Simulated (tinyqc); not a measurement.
UKS/LDA (PW92) in the sto-6g basis, for CH2, spin multiplicity 3, step by step. Computed by tinyqc, a small Python program that keeps every step (integrals from PySCF). Settings: charge = 0, multiplicity = 3, basis = sto-6g, energy threshold = 1e-09, iteration cap = 62, orthogonalisation = canonical, start = atomic densities, DIIS depth = 0, method = UKS, functional = lda,pw, grid = [10, 86]. Command: `OMP_NUM_THREADS=1 python tinyqc.py 26764 26765 out.jsonl` (the two numbers bound the seeds that draw the settings). One thread of a shared host (Intel(R) Xeon(R) Processor @ 2.60GHz), about 2 s of CPU time with the checks.

Geometry (angstrom):
```
atom         x          y         z
C     0.000000   0.000000  0.000000
H     0.000000   1.014000  0.699000
H     0.000000  -1.068000  0.736000
```

Stop when the energy changes by less than 1e-09 hartree and every element of the error matrix X^T (F D S - S D F) X (for each spin) is below 9e-06.

Course of the cycle:
```
iteration   E (hartree)     change  largest element of the error matrix
1          -38.61067192          -                             3.74e-01
2          -38.57941386   3.13e-02                             4.05e-02
3          -38.58205625  -2.64e-03                             4.06e-02
4          -38.58149279   5.63e-04                             3.84e-02
5          -38.58071686   7.76e-04                             4.23e-02
6          -38.57970066   1.02e-03                             4.64e-02
7          -38.57860526   1.10e-03                             4.99e-02
8          -38.57717209   1.43e-03                             5.53e-02
9          -38.57566635   1.51e-03                             5.91e-02
10         -38.57366624   2.00e-03                             6.56e-02
11         -38.57163016   2.04e-03                             6.97e-02
12         -38.56887672   2.75e-03                             7.74e-02
13         -38.56618342   2.69e-03                             8.17e-02
14         -38.56246266   3.72e-03                             9.08e-02
...                 ...        ...                                  ...
49         -38.41346070  -7.06e-03                             2.23e-01
50         -38.40552416   7.94e-03                             2.41e-01
51         -38.41276776  -7.24e-03                             2.23e-01
52         -38.40490119   7.87e-03                             2.42e-01
53         -38.41227589  -7.37e-03                             2.24e-01
54         -38.40445941   7.82e-03                             2.42e-01
55         -38.41192742  -7.47e-03                             2.24e-01
56         -38.40414665   7.78e-03                             2.42e-01
57         -38.41168090  -7.53e-03                             2.24e-01
58         -38.40392548   7.76e-03                             2.42e-01
59         -38.41150666  -7.58e-03                             2.24e-01
60         -38.40376922   7.74e-03                             2.42e-01
61         -38.41138359  -7.61e-03                             2.24e-01
62         -38.40365888   7.72e-03                             2.42e-01
```

Can the last value be used, and what does the course show?

Not by the stop rule. Not converged within the cap of 62 iterations: the residual has stopped falling: the iteration swings between two states. Reruns (cap 100 unless said): DIIS 8: converged in 9; damping 0.5: converged in 27; level shift 0.5: converged in 20; atomic densities as start, DIIS 8: converged in 9; the original settings with a cap of 400: not converged. PySCF UKS in the same basis, fine grid, after a stability check = -38.58334515 hartree, which differs from a converged run on this coarse grid by the grid error.
